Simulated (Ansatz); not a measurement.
Basis-set extrapolation for C$_{4}$H$_{10}$O, SMILES `CC(C)CO` (PBE0-D4/def2-TZVP geometry, frozen core, Ansatz). Multiplicity 1, RHF reference.

```csv
,def2-TZVPP,def2-QZVPP
HF,-232.245853,-232.257017
MP2 correlation,-0.951033,-1.014762
CCSD(T) correlation,-1.037415,not run
```

Energies in hartree. Use E(X) = E(∞) + A·exp(−7.88·√X) for Hartree–Fock and E(X) = E(∞) + B·X^(−2.97) for correlation, with X = 3 and 4, and add CCSD(T) minus MP2 of the smaller set to the MP2 limit.

What is the CCSD(T) energy at the basis-set limit?

HF limit: -232.257017 + (-0.011164) × 0.13774 = -232.25855. MP2 limit: -1.014762 + (-0.063729) × 0.74074 = -1.06197. Higher-order term: -1.037415 − (-0.951033) = -0.08638. Total: -233.40690 hartree, 324.6 kJ/mol below CCSD(T)/def2-TZVPP.
